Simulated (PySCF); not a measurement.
## Spin states of MgH⁺

Unrestricted PBE0; PySCF, no relativity, basis sets Mg def2-TZVP, H def2-TZVP. Outer shells of the fragments: Mg+ 3s1; H 1s1.

Followed along the bond (rough minima from three points):

```json
{"2Ms+1": "1", "unpaired": "none", "⟨S²⟩ at the start": "0.00", "R at minimum (Å)": "1.66", "Te (eV)": "0.00"}
{"2Ms+1": "3", "unpaired": "σ ↑↑", "⟨S²⟩ at the start": "2.00", "R at minimum (Å)": "none in the scan", "Te (eV)": "≤ 2.50"}
```

Solutions found at the starting distance of 1.775 Å, counted from the lowest of them; the search is not exhaustive and high or unbound solutions are not listed, so other states can lie among these:

| 2Ms+1 | unpaired | term | E (eV) | ⟨S²⟩ | ⟨Lz²⟩ | μ (D) |
| --- | --- | --- | --- | --- | --- | --- |
| 1 | none | ¹Σ⁺ | 0.00 | 0.00 | 0.00 | -3.31 |
| 3 | σ ↑↑ | ³Σ⁺ | 2.73 | 2.00 | 0.00 | 2.22 |
| 3 | σ ↑, π ↑ | ³Π | 5.58 | 2.00 | 1.00 | -0.01 |
| 1 | σ ↓, π ↑ | mixed | 5.78 | 1.00 | 1.00 | 0.24 |

A term symbol is given only where ⟨S²⟩ and ⟨Lz²⟩ are close to those of a pure state; real π, δ and φ orbitals otherwise mix terms. A positive dipole points towards H; it is taken about the centre of mass and depends on that origin.

Counting both spins, an empty level lies below a filled one in some of these solutions, because spin and occupation are held.
